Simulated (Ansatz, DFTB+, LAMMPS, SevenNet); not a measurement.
**How well does each level of theory give the c axis length of hcp Re?**

Reference value: 4.458 Å (measured, 293 K, not corrected to a static lattice; as tabulated in Wikipedia's data pages).

```tsv
level (code)	value (Å)	difference (%)
Lennard-Jones uff-vdw (LAMMPS)	4.687	+5.14
GFN1-xTB as cut by DFTB+	4.692	+5.25
SevenNet-0	4.458	0.00
LDA (Ansatz)	4.416	-0.94
PBE (Ansatz)	4.482	+0.54
rVV10 (Ansatz)	4.518	+1.35
r²SCAN+SOC (Ansatz)	4.460	+0.04
PBE0 (Ansatz)	4.444	-0.31
Hartree–Fock (Ansatz)	4.449	-0.20
```

Leaving aside Lennard-Jones uff-vdw (doubt noted below): The reference is not for a static lattice or low temperature, so close values are not ranked against it. Off by more than 1.75 %, or 2.45 % on the side where a correction would as a rule narrow the miss (bounds picked here): GFN1-xTB as cut by DFTB+ (+5.25 %).

The reference isn't brought to a static lattice, while the calculations are for one, so the differences are not the levels' errors alone.  Density-functional levels without +SOC have no spin–orbit coupling. Lennard-Jones uff-vdw: this is a force field's van der Waals term alone, without bonds or charges. GFN1-xTB as cut by DFTB+: the method was fitted mainly to molecules. GFN1-xTB as cut by DFTB+: codes differ in how they cut the long-range tail of xTB's charge interaction in a crystal, so the value belongs to this code. Cutoffs and k meshes differ between the levels. Ansatz's density-functional and Hartree–Fock values are scalar-relativistic unless marked +SOC, with PAW data made under PBE.

Machine-learned potentials (SevenNet-0) are trained on DFT data: a solid inside that data is no test of them.

Differences are worked out from the printed values.

Ansatz is a first-principles code.
